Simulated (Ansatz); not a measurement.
# Si2H5 (doublet): the correlation ladder at distance Si1–H5 along a hydrogen transfer = 1.485 Å, cc-pVDZ

Aim: climb from Hartree-Fock through coupled cluster and multireference methods for Si2H5 (doublet) at one geometry and basis, and see what each rung misses.

Computed with Ansatz 0.2.0, Gaussian basis. Level: cc-pVDZ, correlated electrons: outside noble gas.

Plan: UHF; CCSD(T) on ROHF; CCSD(T) on UHF; BCCD(T) on ROHF; CISD; CCSDT(Q) on ROHF; CCSDT(Q) on UHF; CASSCF and MRCISD+Q, 3 electrons in 3 orbitals; CASSCF and NEVPT2, 3 electrons in 3 orbitals.

## Step 1: What is computed

The geometry derives from fragments relaxed apart (PBE0/def2-TZVP) and kept rigid, so it is no stationary point. A hydrogen atom is moved between rigid fragments.

7 atoms, charge 0, spin multiplicity 2.

Atoms are counted from 1 here; the program's logs count them from 0.

Bond lengths: Si1–H2 1.485 Å, Si1–H3 1.485 Å, Si1–H4 1.485 Å, Si1–H5 1.485 Å, Si6–H7 1.532 Å. Angles: H2–Si1–H3 109.5°, H2–Si1–H4 109.5°, H2–Si1–H5 109.5°, H3–Si1–H4 109.5°, H3–Si1–H5 109.5°, H4–Si1–H5 109.5°.

In the tables R marks a restricted open-shell determinant and U an unrestricted one; 'pair' is the active space of 3 electrons in 3 orbitals; correlation energies count from the lowest restricted Hartree-Fock solution.

## Step 2: UHF

in.yaml

```yaml
crystal:
  periodic: [false, false, false]
  atoms:
    - {symbol: Si, position_ang: [-1.566462, 0.024363, 0.000000]}
    - {symbol: H, position_ang: [-2.061334, 1.424071, 0.000001]}
    - {symbol: H, position_ang: [-2.061333, -0.675491, 1.212183]}
    - {symbol: H, position_ang: [-2.061334, -0.675491, -1.212182]}
    - {symbol: H, position_ang: [-0.081847, 0.024363, 0.000000]}
    - {symbol: Si, position_ang: [1.715538, 0.024363, -0.000001]}
    - {symbol: H, position_ang: [2.111972, -1.455151, -0.000001]}
basis:
  gaussian: {orbitals: cc-pVDZ}
magnetization: {spin_polarized: true, initial_magnetization: 1}
hamiltonian: {xc: hf}
output: {orbitals: {seedname: orbitals}}
```

On the command line:

```bash
$ ansatz run in.yaml --threads 1 --pin off --events-out ev --progress --plain --max-ram 2816MiB --backend cpu
```

Further steps of the session: CCSD(T) on ROHF; CCSD(T) on UHF; BCCD(T) on ROHF; CISD; CCSDT(Q) on ROHF; CCSDT(Q) on UHF; CASSCF and MRCISD+Q, 3 electrons in 3 orbitals; CASSCF and NEVPT2, 3 electrons in 3 orbitals.

Q: Predict the results of all the runs planned. Wanted: correlation energy, UCCSDT(Q); RMP2 from UCCSDT(Q); UMP2 from UCCSDT(Q); RCCSD from UCCSDT(Q); RCCSD(T) from UCCSDT(Q); UCCSD(T) from UCCSDT(Q); RCCSDT(Q) from UCCSDT(Q); NEVPT2 pair from UCCSDT(Q); MRCISD+Q pair from UCCSDT(Q).

As calculated:

| quantity | value |
| --- | --- |
| correlation energy, UCCSDT(Q) | -6.9331 eV |
| RMP2 from UCCSDT(Q) | +155.1 kJ/mol |
| UMP2 from UCCSDT(Q) | +157.0 kJ/mol |
| RCCSD from UCCSDT(Q) | +18.7 kJ/mol |
| RCCSD(T) from UCCSDT(Q) | +3.9 kJ/mol |
| UCCSD(T) from UCCSDT(Q) | +4.0 kJ/mol |
| RCCSDT(Q) from UCCSDT(Q) | 0.0 kJ/mol |
| NEVPT2 pair from UCCSDT(Q) | +154.3 kJ/mol |
| MRCISD+Q pair from UCCSDT(Q) | +4.8 kJ/mol |
| levels of the table within 1 kcal/mol (43 meV) | RCCSD(T), UCCSD(T), BCCD(T), RCCSDT, UCCSDT, RCCSDT(Q) |
| T1 diagnostic | 0.017 |

In words: RCCSD(T) misses by +3.9 kJ/mol, 0.6 % of the correlation energy. Of the multireference levels listed MRCISD+Q pair comes nearest in total energy (+4.8 kJ/mol), which doesn't show that its space is the better one. These misses are within one basis, not against nature; the frozen cores of restricted and unrestricted runs differ, which can shift their rows.
